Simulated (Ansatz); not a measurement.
**Worked example: correlation energy of Cl–Al–GaH, triplet**

Geometry: a PBE0/def2-TZVP stationary point for this spin, not checked as a minimum.

| atom | x (Å) | y (Å) | z (Å) |
| --- | --- | --- | --- |
| Cl | 0.0000 | -0.2241 | 2.6351 |
| Al | 0.0000 | 0.5840 | 0.6943 |
| Ga | 0.0000 | -0.1160 | -1.5641 |
| H | 0.0000 | 0.2730 | -3.0821 |

Basis cc-pVDZ; Ansatz 0.2.0. Correlated methods freeze the noble-gas cores and the filled d shells of p-block atoms, which leaves 14 electrons in 44 orbitals. R marks a restricted (for open shells ROHF) determinant, U an unrestricted one. No spin–orbit coupling is included, and no scalar relativity.

Full CI isn't at hand for all of this; UCCSDT(Q) serves as the reference, and is uncertain by the last step of the cluster series or more.

UCCSD has a T1 diagnostic of 0.022 and a largest doubles amplitude of 0.07.

Runs differ by some tens of microhartree through their thresholds and, for an open shell, their frozen cores, so steps under 0.03 kcal/mol mean nothing.

Here the R and U totals at CCSDT(Q) differ by 0.14 kcal/mol, a measure of how far such totals hang on the determinant and its frozen core.

```
    level  total energy (hartree)
      UHF            -2625.239977
     UMP2            -2625.462451
    UCCSD            -2625.497341
 UCCSD(T)            -2625.504615
   UCCSDT            -2625.506085
UCCSDT(Q)            -2625.506703
```

**Question.** What is the correlation energy at UCCSDT(Q), and what share of it do UMP2 and UCCSD recover?

**Answer.** E(corr) = -2625.506703 − (-2625.239977) = -0.266726 hartree = -7.258 eV. UMP2: -0.222474 / -0.266726 = 83.41 %. UCCSD: -0.257364 / -0.266726 = 96.49 %.

**Question.** By how many kcal/mol does UCCSD(T) miss UCCSDT(Q) (1 hartree = 627.509 kcal/mol), and which steps make up the rest?

**Answer.** -2625.504615 − (-2625.506703) = 0.002088 hartree = 1.31 kcal/mol. Steps: UCCSDT − UCCSD(T) = -0.92, UCCSDT(Q) − UCCSDT = -0.39 kcal/mol. Differences between like states or geometries often cancel part of this.
